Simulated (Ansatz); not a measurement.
# CH4Si+ (quartet): from Hartree-Fock to the top rungs, cc-pVTZ

Aim: climb from Hartree-Fock through coupled cluster and multireference methods for CH4Si+ (quartet) at one geometry and basis, and see what each rung misses.

Computed with Ansatz 0.2.0, Gaussian basis. Level: cc-pVTZ, core rule «outside noble gas», up to 6 orbitals frozen.

The runs, in order: UHF; CCSD(T) on ROHF; CCSD(T) on UHF; BCCD(T) on ROHF; CCSDT(Q) on ROHF; CCSDT(Q) on UHF; CASSCF and NEVPT2, 11 electrons in 12 orbitals.

6 further runs of the same task are left out: 6 set aside as unsound or not needed.

### Step 1. The system

The geometry is a PBE0/def2-TZVP stationary point (not a proven minimum) of the parent state, kept for this charge and spin.

6 atoms, charge 1, spin multiplicity 4.

Atoms are counted from 1 here; the program's logs count them from 0.

Bond lengths: Si1–C2 1.885 Å, Si1–H3 1.491 Å, C2–H4 1.091 Å, C2–H5 1.093 Å, C2–H6 1.093 Å. Angles: C2–Si1–H3 119.0°, Si1–C2–H4 109.8°, Si1–C2–H5 110.6°, Si1–C2–H6 110.6°, H4–C2–H5 108.2°, H4–C2–H6 108.2°, H5–C2–H6 109.3°.

### Step 2. UHF

Contents of in.yaml:

```yaml
crystal:
  periodic: [false, false, false]
  atoms:
    - {symbol: Si, position_ang: [0.000000, -0.086402, 0.646481]}
    - {symbol: C, position_ang: [0.000000, 0.079187, -1.230736]}
    - {symbol: H, position_ang: [0.000000, 1.148798, 1.480897]}
    - {symbol: H, position_ang: [0.000000, -0.911108, -1.689492]}
    - {symbol: H, position_ang: [0.890815, 0.613122, -1.569773]}
    - {symbol: H, position_ang: [-0.890815, 0.613122, -1.569773]}
basis:
  gaussian: {orbitals: cc-pVTZ}
total_charge: 1
magnetization: {spin_polarized: true, initial_magnetization: 3}
hamiltonian: {xc: hf}
output: {orbitals: {seedname: orbitals}}
```

Started as:

```
$ ansatz run in.yaml --threads 1 --pin off --events-out ev --progress --plain --max-ram 4096MiB --backend cpu
```

After this run come: CCSD(T) on ROHF; CCSD(T) on UHF; BCCD(T) on ROHF; CCSDT(Q) on ROHF; CCSDT(Q) on UHF; CASSCF and NEVPT2, 11 electrons in 12 orbitals.

Before running them: what should the planned runs give, taken together? Wanted: UCCSDT(Q) below the RHF energy; RMP2 from UCCSDT(Q); UMP2 from UCCSDT(Q); RCCSD from UCCSDT(Q); RCCSD(T) from UCCSDT(Q); UCCSD(T) from UCCSDT(Q); RCCSDT(Q) from UCCSDT(Q); NEVPT2 valence from UCCSDT(Q); T1 diagnostic.

The runs gave:

| quantity | value |
| --- | --- |
| UCCSDT(Q) below the RHF energy | -7.7200 eV |
| RMP2 from UCCSDT(Q) | +130.4 kJ/mol |
| UMP2 from UCCSDT(Q) | +127.4 kJ/mol |
| RCCSD from UCCSDT(Q) | +31.7 kJ/mol |
| RCCSD(T) from UCCSDT(Q) | +5.1 kJ/mol |
| UCCSD(T) from UCCSDT(Q) | +4.8 kJ/mol |
| RCCSDT(Q) from UCCSDT(Q) | +0.4 kJ/mol |
| NEVPT2 valence from UCCSDT(Q) | +115.7 kJ/mol |
| levels within 1 kcal/mol (43 meV) | RCCSDT, UCCSDT, RCCSDT(Q) |
| T1 diagnostic | 0.045 |
| effectively unpaired electrons | 3.02 |

**Reading.** RCCSD(T) lands +5.1 kJ/mol from the yardstick (0.7 % of the correlation energy). The occupations are near whole numbers, but T1 = 0.045 shows that the orbitals relax strongly. These misses are within one basis, not against nature; the frozen cores of restricted and unrestricted runs differ, which can shift their rows.
